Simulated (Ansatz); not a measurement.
# H3LiMgSi (SMILES [Li][SiH2][MgH]): one structure at several levels

One table from this session's results is given with a row withheld; the runs are named, their logs left out.

The runs use Ansatz 0.2.0, Gaussian basis; single points in def2-TZVPP.

Correlated methods freeze the cores. The outer core shell of Li, Na, Mg and K is correlated. B3LYP uses VWN-RPA correlation.

### Where the work starts

6 atoms, charge 0, spin multiplicity 1.

Atoms are counted from 1 here; the program's logs count them from 0.

Bond lengths: Li1–Si2 2.375 Å, Si2–Mg3 2.482 Å, Si2–H4 1.548 Å, Si2–H5 1.406 Å, Mg3–H6 1.903 Å. Angles: Li1–Si2–Mg3 170.5°, Li1–Si2–H4 93.3°, Li1–Si2–H5 98.3°, Mg3–Si2–H4 90.3°, Mg3–Si2–H5 90.3°, H4–Si2–H5 92.5°, Si2–Mg3–H6 152.8°.

Coordinates:

```mol
H3LiMgSi
  3D, bonds by distance, orders not assigned

  6  5  0  0  0  0  0  0  0  0999 V2000
   -2.9867   -0.7303   -0.6934 Li  0  0
   -0.8282   -0.0912    0.0622 Si  0  0
    1.2989    0.4512    1.2205 Mg  0  0
   -0.1188   -1.2122   -0.7351 H   0  0
   -0.5453    0.8721   -0.9228 H   0  0
    3.1802    0.7374    1.2607 H   0  0
  1  2  8  0
  2  3  8  0
  2  4  8  0
  2  5  8  0
  3  6  8  0
M  END
```

Set-up of the first run:

File run/in.yaml:

```yaml
crystal:
  periodic: [false, false, false]
  atoms:
    - {symbol: Li, position_ang: [-2.986700, -0.730300, -0.693400]}
    - {symbol: Si, position_ang: [-0.828200, -0.091200, 0.062200]}
    - {symbol: Mg, position_ang: [1.298900, 0.451200, 1.220500]}
    - {symbol: H, position_ang: [-0.118800, -1.212200, -0.735100]}
    - {symbol: H, position_ang: [-0.545300, 0.872100, -0.922800]}
    - {symbol: H, position_ang: [3.180200, 0.737400, 1.260700]}
basis:
  gaussian: {orbitals: def2-TZVPP}
correlation: {method: ccsd_t}
output: {forces: true}
```

The command line of these runs was not kept.

Among the steps run: CCSD(T)/def2-TZVPP; PBE0-D4/def2-TZVPP; wB97M-V/def2-TZVPP; r2SCAN-D4/def2-TZVPP; PBE-D4/def2-TZVPP; B3LYP-D4/def2-TZVPP; LC-wPBE/def2-TZVPP.

One table of the session follows, with a row left open; its other results are not shown here.

| method | RMS force component (eV/Å) | angle to CCSD(T) forces (°) | dipole (D) |
| --- | --- | --- | --- |
| CCSD(T) | 0.877 | reference | 8.10 |
| PBE0-D4 | 0.879 | 2.6 | 7.94 |
| wB97M-V | 0.852 | 2.7 | 8.05 |
| r2SCAN-D4 | 0.876 | 2.3 | 8.06 |
| PBE-D4 | 0.898 | 6.4 | 7.71 |
| B3LYP-D4 | ? | ? | ? |
| LC-wPBE | 0.872 | 3.5 | 8.10 |

**Question.** Estimate the row for B3LYP-D4.

The run gave: RMS force component (eV/Å): 0.851; angle to CCSD(T) forces (°): 1.4; dipole (D): 7.91. In the column «RMS force component (eV/Å)» it is the lowest.
